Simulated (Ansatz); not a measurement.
**What each rung costs, and what it gives**

The pair of NH3 (SMILES N, atoms 1–4) and NH3 (SMILES N, atoms 5–8), both closed shells, in one local arrangement (a lower one may exist), relaxed at PBE0-D4/def2-TZVP:

N1  (0.277, -0.023, -1.742)
H2  (-0.030, -0.894, -2.156)
H3  (-0.021, -0.028, -0.768)
H4  (-0.234, 0.716, -2.210)
N5  (-0.079, 0.038, 1.452)
H6  (-0.317, -0.796, 1.974)
H7  (0.923, 0.166, 1.530)
H8  (-0.519, 0.821, 1.920)
(Å)

Interaction energies are counterpoise-corrected; the time is that of the whole pair.

Program: Ansatz 0.2.0. Basis: as named in each row. Cores are frozen in the correlated methods. B3LYP uses VWN-RPA correlation. Extrapolation: Hartree–Fock as exp(−7.88 √X), correlation as X^−2.97.

Times are rough, for one single point on 2 threads of a shared host (Arm Neoverse V2).

The estimate by CCSD(T) at an estimated basis limit (MP2 extrapolated from triple and quadruple zeta, plus CCSD(T) − MP2 in triple zeta) is -3.07 kcal/mol.

```tsv
method	basis	time (s)	interaction energy (kcal/mol)	method less estimate
HF	STO-3G	under 1	-1.30	1.76
PBE-D4	STO-3G	under 1	-4.38	-1.32
SPW92	def2-SVP	under 1	-5.80	-2.73
B3LYP-D4	6-31G	under 1	-5.36	-2.29
PBE-D4	def2-SVP	under 1	-3.98	-0.91
PBE0-D4	def2-SVP	under 1	-3.87	-0.80
CCSD(T)	def2-SVP	under 1	-2.13	0.93
PBE-D4	def2-TZVPPD	under 1	-3.59	-0.52
revPBE-D4	def2-TZVPPD	1	-3.00	0.07
BLYP-D4	def2-TZVPPD	1	-3.05	0.01
PBE0-D4	def2-TZVPPD	1	-3.43	-0.37
B3LYP-D4	def2-TZVPPD	2	-3.19	-0.13
HSE06-D4	def2-TZVPPD	2	-3.43	-0.36
wB97M-V	def2-SVP	2	-3.36	-0.29
r2SCAN-D4	def2-TZVPPD	2	-3.11	-0.04
B2PLYP	def2-TZVPPD	2	-2.63	0.44
B97M-V	def2-TZVPPD	4	-3.08	-0.01
wB97X-V	def2-TZVPPD	4	-3.03	0.04
wB97M-V	def2-TZVPPD	4	-3.02	0.05
MP2	def2-QZVPPD	8	-2.99	0.08
CCSD(T)	def2-TZVPPD	22	-2.81	0.26
```

T1 diagnostic: at most 0.009.
